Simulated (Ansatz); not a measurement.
This geometry of CH5BN (8 atoms, charge 0, multiplicity 2) is a first-order saddle point.

All numbers below come from Ansatz 0.2.0, UKS PBE0/def2-SVP.

```xyz
8
Properties=species:S:1:pos:R:3
C -0.642 0.793 -0.266
B 0.430 -0.199 0.351
N 0.673 -1.459 -0.049
H -1.651 0.356 -0.195
H -0.438 0.956 -1.336
H -0.649 1.768 0.238
H 1.149 0.142 1.293
H 1.129 -2.357 -0.037
```

Problem. Which two structures does it join? (They come from a converged band through this point; their orientation in space is the band's.)

Solution. No bond is made or broken. The dihedral H5–C1–B2–N3 goes from -122 to 0°. The two ends are copies of one structure, up to a mirror image or an exchange of like atoms.

Initial state:

```xyz
8
Properties=species:S:1:pos:R:3
C -0.605 0.780 -0.347
B 0.512 -0.195 0.207
N 0.397 -1.518 0.415
H -1.553 0.273 -0.575
H -0.239 1.278 -1.260
H -0.795 1.578 0.389
H 1.622 0.256 0.495
H 0.661 -2.452 0.677
```

Final state:

```xyz
8
Properties=species:S:1:pos:R:3
C -0.656 0.758 -0.298
B 0.286 -0.290 0.423
N 1.013 -1.256 -0.164
H -1.681 0.662 0.095
H -0.681 0.641 -1.391
H -0.323 1.780 -0.057
H 0.400 -0.260 1.649
H 1.642 -2.035 -0.257
```

Problem. How far does it lie above each of them?

Solution. 3.9 kJ/mol above the first and 3.9 kJ/mol above the second. This is the barrier of this one path; another mechanism may lie lower.

Run time: 88 s on 1 thread of Intel(R) Xeon(R) Platinum 8259CL CPU @ 2.50GHz (Skylake/Cascade Lake), with other jobs on the host, peak memory 0.23 GiB.
